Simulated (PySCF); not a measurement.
The first ionisation energy along the alkaline earths

All values are computed (PySCF 2.14, energy differences of UHF-based or UKS calculations, no spin-orbit coupling). Values in eV. The last column holds reference values (NIST; (s) semi-empirical, (t) theoretical, else measured). Unmarked ones compare directly (S terms, centres of terms, or small fine structure); those marked * lie between the lowest fine-structure levels and include a spin-orbit shift.

```json
{"element": "Be (def2-SVP, non-relativistic)", "configurations": "[He] 2s2 → [He] 2s1", "UHF": "7.968", "MP2 (valence)": "8.567", "SCS-MP2 (valence)": "8.687", "CCSD (valence)": "9.171", "CCSDT (valence)": "9.171", "FCI (valence)": "9.171", "reference": "9.323"}
{"element": "Mg (def2-SVP, non-relativistic)", "configurations": "[Ne] 3s2 → [Ne] 3s1", "UHF": "6.588", "MP2 (valence)": "7.135", "SCS-MP2 (valence)": "7.244", "CCSD (valence)": "7.457", "CCSDT (valence)": "7.457", "FCI (valence)": "7.457", "reference": "7.646"}
{"element": "Ca (def2-SVP, non-relativistic)", "configurations": "[Ar] 4s2 → [Ar] 4s1", "UHF": "5.133", "MP2 (valence)": "5.603", "SCS-MP2 (valence)": "5.697", "CCSD (valence)": "5.866", "CCSDT (valence)": "5.866", "FCI (valence)": "5.866", "reference": "6.113"}
{"element": "Sr (def2-SVP with the def2 core potential (28 electrons), ECP)", "configurations": "[Kr] 5s2 → [Kr] 5s1", "UHF": "4.741", "MP2 (valence)": "5.173", "SCS-MP2 (valence)": "5.260", "CCSD (valence)": "5.410", "CCSDT (valence)": "5.410", "FCI (valence)": "5.410", "reference": "5.695"}
{"element": "Ba (def2-SVP with the def2 core potential (46 electrons), ECP)", "configurations": "[Xe] 6s2 → [Xe] 6s1", "UHF": "4.256", "MP2 (valence)": "4.610", "SCS-MP2 (valence)": "4.681", "CCSD (valence)": "4.807", "CCSDT (valence)": "4.807", "FCI (valence)": "4.807", "reference": "5.212"}
```

Task: Which of these methods has the smallest mean absolute error against the measured values here?

Result: CCSD (valence), with 0.256 eV.

```csv
method,elements,mean error (eV),mean absolute error (eV),largest error (eV)
UHF,5,-1.060,1.060,-1.355
MP2 (valence),5,-0.580,0.580,-0.755
SCS-MP2 (valence),5,-0.484,0.484,-0.635
CCSD (valence),5,-0.256,0.256,-0.405
CCSDT (valence),5,-0.256,0.256,-0.405
FCI (valence),5,-0.256,0.256,-0.405
```

Errors include the incompleteness of the basis and the frozen core.

"Valence" correlates the outer s and p shells and, in groups 3 to 12 and the f block, the outer d or f shell, open or full, or the next shell where the ion has no valence electron left; the wider scheme adds the next inner shell.
